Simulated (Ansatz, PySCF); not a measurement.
hydrogen peroxide (H2O2), SMILES OO.

The structure is a stationary point at B3LYP-D3(BJ)/def2-TZVP. A frequency run showed that this geometry is not a minimum.

Vertical ionisation energy (IE) and electron affinity (EA) in eV. Rows of orbital energies are one-electron estimates. Where ΔSCF, EOM or ADC give a negative EA the extra electron is unbound and the value depends on the basis.

| level | IE | EA |
|---|---|---|
| −ε(HOMO), −ε(LUMO), PBE0/def2-TZVPD (PySCF) | 7.62 | 0.15 |
| −ε(HOMO), −ε(LUMO), CAM-B3LYP/def2-TZVPD (PySCF) | 9.25 | -0.63 |
| −ε(HOMO), −ε(LUMO), PBE/def2-TZVPD (PySCF) | 5.73 | 1.49 |
| EOM-CCSD/aug-cc-pVDZ (PySCF) | 10.48 | -0.90 |
| ADC(2)/aug-cc-pVDZ (PySCF) | 9.27 | -0.91 |
| ΔSCF, ωB97X-V/def2-TZVPD (Ansatz), final states of multiplicity 2 and 2 | 10.92 | -1.63 |
| ΔSCF, PBE/def2-TZVPD (Ansatz), final states of multiplicity 2 and 2 | 10.55 | -1.02 |

Q: What vertical singlet–triplet gap does ΔSCF give with ωB97X-V/def2-TZVPD (Ansatz, a program for electronic structure) and with PBE/def2-TZVPD (Ansatz)? (Estimate from the structure and the level; the computed values follow.)

A: 4.00 and 3.65 eV (triplet above singlet where positive).

Q: Give the lowest 1s main lines (those of the lightest heavy element) from CVS-ADC(2)-x/aug-cc-pVDZ (PySCF, non-relativistic), with pole strengths. (The exact figures need the calculation; the answer reports its results.)

A: 541.6 eV (1.50), 541.6 eV (1.50).

Q: Beyond the first one, list the lowest photoelectron lines from ADC(2)/aug-cc-pVDZ run with PySCF with their pole strengths (two spins summed). (Estimate from the structure and the level; the computed values follow.)

A: 12.67 eV (1.76), 13.08 eV (1.70), 16.61 eV (1.72), 17.03 eV (1.78).
